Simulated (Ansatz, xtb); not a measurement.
Acid–base and redox partners of COC. Isolated molecules, 0 K electronic values unless said otherwise. One relaxed conformer stands for each flexible species; it need not be the lowest. Strings in code marks are SMILES.

Quantity: proton affinity at 298 K, in kcal/mol. Enthalpy corrections at 298 K come from GFN2-xTB frequencies (xtb).

Case: proton added at O2: `C[OH+]C`. The other species in the difference include `COC` (neutral, multiplicity 1). Geometry of `C[OH+]C` (charge +1, multiplicity 1, Å):

```xyz
10

C      1.2102     0.3381     0.1429
O      0.1124    -0.4375    -0.4659
C     -1.2607    -0.0724    -0.0677
H      1.1701     0.2219     1.2247
H      1.0475     1.3668    -0.1663
H      2.1285    -0.0568    -0.2840
H      0.2648    -1.3936    -0.3898
H     -1.3884     0.9621    -0.3738
H     -1.9201    -0.7295    -0.6290
H     -1.3642    -0.1991     1.0088
```

Problem. What proton affinity at 298 K does frozen-core MP2/cc-pVTZ // PBE0-D4/def2-TZVP (Ansatz, a first-principles code) give?

Solution. 190.7 kcal/mol.
